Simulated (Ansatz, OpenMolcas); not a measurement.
**Worked example: S2F2 → 2 SF**

Species: S2F2 `FSSF`, singlet; SF (Monosulfur monofluoride), doublet. 

Shapes, held fixed at every level: PBE0-D4/def2-TZVP. Flexible molecules stand in one conformer, not always the lowest. Programs: Ansatz 0.2.0, OpenMolcas 26.06. The zero-point and thermal change to 298 K, harmonic and unscaled (PBE0-D4/def2-TZVP), is -3.8 kJ/mol.

At CCSD(T)/CBS estimate; 1 Eh = 2625.50 kJ/mol:

```
species  energy (Eh)
   S2F2  -995.092214
     SF  -497.482450
```

Question: Work out ΔH(298 K) of the reaction at this level.

Answer: 
1. Products less reactants: 2 × (-497.482450) − [(-995.092214)] = 0.127314 Eh = +334.3 kJ/mol.
2. With the thermal change: +334.3 + (-3.8) = +330.5 kJ/mol.

Other levels give +159.7 (HF/def2-TZVPP) to +349.6 kJ/mol (r2SCAN-D4/def2-TZVPP). No measured value is set beside it here. Open shells run unrestricted unless RO is named. The CBS estimate extrapolates MP2 from def2-TZVPP and def2-QZVPP and adds CCSD(T) − MP2 in the triple-zeta set, cores frozen.
